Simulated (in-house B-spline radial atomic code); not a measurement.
Results of a calculation; reference values are marked as such.
**neutral krypton at several levels of theory**

Ground configuration [Ar] 3d10 4s2 4p6. All numbers come from a B-spline radial code for spherical atoms, all electrons, at the radial basis limit. Mean-field, RPA, GW and linear-response runs are scalar-relativistic (one-electron X2C), no spin-orbit coupling, without Breit or QED terms, open shells spin-polarised at highest spin; the many-body runs on Dirac-Hartree-Fock orbitals are four-component, and their energies hold both.

**Ionisation energy.** The reference is 14.000 eV (NIST, measured). It runs between the lowest fine-structure levels, while the runs without spin-orbit coupling give shell averages, so part of their difference is this splitting, and a close match can be a cancellation.

```csv
method,value (eV),minus reference (eV)
minus the highest LDA VWN5 level,9.39,-4.61
minus the highest PBE level,9.25,-4.75
G0W0 on PBE,13.94,-0.06
minus the highest r2SCAN level,9.65,-4.35
minus the highest PBE0 level,10.74,-3.26
G0W0 on PBE0,14.21,+0.21
minus the highest B3LYP (VWN-RPA) level,10.44,-3.56
minus the highest CAM-B3LYP level,12.16,-1.84
minus the highest LC-wPBE level,13.61,-0.39
minus the highest Hartree-Fock level,14.24,+0.24
G0W0 on Hartree-Fock,14.65,+0.65
Dirac-Fock + self-energy with TDHF screening (4p3/2),14.03,+0.03
```

Problem. Which methods come closest, and which lies farthest off?

Solution. Closest: Dirac-Fock + self-energy with TDHF screening (4p3/2) (+0.03 eV) and G0W0 on PBE (-0.06 eV). Farthest: minus the highest PBE level (-4.75 eV). The TDHF-screened form was chosen among four for its agreement on 13 closed-shell atoms.

**Static dipole polarisability and C6** of two like species, by linear response:

```tsv
method	α (bohr³)	C6 (hartree·bohr⁶)
LDA VWN5	18.07	140.9
PBE	18.14	141.7
PBE0	17.36	134.7
B3LYP (VWN-RPA)	17.71	137.7
CAM-B3LYP	17.46	135.3
LC-wPBE	16.99	131.5
TDHF	16.44	126.6
relativistic RPA (four-component TDHF)	16.47	126.8
```

Problem. What mean excitation energy do α and C6 imply in London's formula C6 = (3/4) α² ω?

Solution. LDA VWN5: ω = 0.575 hartree; relativistic RPA (four-component TDHF): ω = 0.623 hartree. A method that puts the excitations lower gives a larger α and a smaller ω.

Problem. How do these compare with the recommended polarisability?

Solution. The recommended value is 16.78 bohr³ (Schwerdtfeger and Nagle, table of static dipole polarizabilities (2023 update)). The methods run from -2 % to +8 %; LC-wPBE is nearest (+1 %).

Run times on one thread of shared hosts: mean field, RPA, SOSEX and G0W0 on PBE, 3.1 s (Arm Neoverse V1); TDDFT with PBE, 3.2 s (Arm Neoverse N1); removal energies by the self-energy, 42 s (Arm Neoverse V2).
